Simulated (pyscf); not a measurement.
H₂P–PH–GaH₂ (SMILES P[PH][GaH2]) + H₂ (SMILES [H][H]) → H₂P–PH₂ (SMILES PP) + GaH₃ (SMILES [GaH3]) (four-centre exchange; singlet surface; Ga–P, H–H broken, H–P, Ga–H formed). Single points on ωB97X-D3(BJ)/def2-SVP structures (PySCF, gas phase). Energies in kcal/mol from the separated reactants.

```json
[
 {"level": "ωB97X-D3(BJ)/def2-TZVP", "barrier": "35.9", "reaction energy": "+14.7"},
 {"level": "PBE/def2-TZVP", "barrier": "28.6", "reaction energy": "+11.9"},
 {"level": "r²SCAN/def2-TZVP", "barrier": "29.7", "reaction energy": "+12.7"},
 {"level": "B3LYP-D3(BJ)/def2-TZVP", "barrier": "___", "reaction energy": "___"},
 {"level": "PBE0-D3(BJ)/def2-TZVP", "barrier": "30.0", "reaction energy": "+12.0"},
 {"level": "HF/def2-TZVP", "barrier": "___", "reaction energy": "-1.1"}
]
```

### Question
What belongs in the gaps?

### Answer

- B3LYP-D3(BJ)/def2-TZVP, barrier: 32.5
- B3LYP-D3(BJ)/def2-TZVP, reaction energy: +9.6
- HF/def2-TZVP, barrier: 42.8

The functionals in the table span 7.3 kcal/mol in this barrier, from PBE to ωB97X-D3(BJ)/def2-TZVP. On the product side the descent ends in an adduct with a Ga–P contact (not fully relaxed), 19.8 kcal/mol under the separated species and 41.0 kcal/mol under the saddle at ωB97X-D3(BJ)/def2-TZVP. What is counted as broken (Ga–P) persists as a longer contact in the product adduct; parting that adduct is a step of its own. H₂P–PH–GaH₂ is closed by a dative Ga–P contact. H₂P–PH–GaH₂ lies 8.8 kcal/mol over its isomer H₂P–GaH–PH₂ (electronic energy, ωB97M-D3(BJ)/def2-TZVP). This is the saddle that the search found; another between the same sides may lie lower. Elements up to Kr have no core potential and no relativistic terms here.
